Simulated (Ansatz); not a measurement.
Calculated with Ansatz (gas phase, PBE0-D4/def2-TZVP geometries, no zero-point term in ΔE). CCSD(T)/CBS adds triple-zeta CCSD(T) − MP2 to the extrapolated MP2 energy (def2 sets, frozen cores). This one scheme is used for every species, atoms too. Functionals use def2-TZVPP. HSE06 is defined as in plane-wave codes. No spin–orbit coupling; open shells (•) take unrestricted orbitals. Spin–orbit coupling would lower the free atoms: a little for C, F, O.

Reaction (atomization): `CC1(F)CO1` → 3 C• + F• + 5 H• + O•

```json
{"level": "HSE06", "ΔE (kJ/mol)": "4071.0"}
{"level": "MP2/def2-SVP", "ΔE (kJ/mol)": "3937.1"}
```

Q: What does CCSD(T)/CBS give? (Estimate.)

A: Computed: +4038.5 kJ/mol. The listed levels differ from it by 32.5, -101.4 kJ/mol.

Largest T1 diagnostic among the species: 0.011.

In def2-TZVPP, CCSD(T) changes the Hartree–Fock value by +1068.1 kJ/mol (the triples alone add +69.5 kJ/mol) and MP2 by +1170.1 kJ/mol; breaking electron pairs costs correlation energy, which Hartree–Fock lacks. Leaving LDA and LC-ωPBE aside and taking each functional with its dispersion term where it has one, the values, not all of them listed here, spread over 306.5 kJ/mol, from BHLYP-D4 to PBE-D4. LDA lies +571.3 kJ/mol from PBE without D4, its usual overbinding.

For atomizations the MP2-based limit and the directly extrapolated one differ by several kJ/mol either way, and by 10 to 25 for some Ge, Se and Sn compounds, so smaller differences from it don't rank the levels.
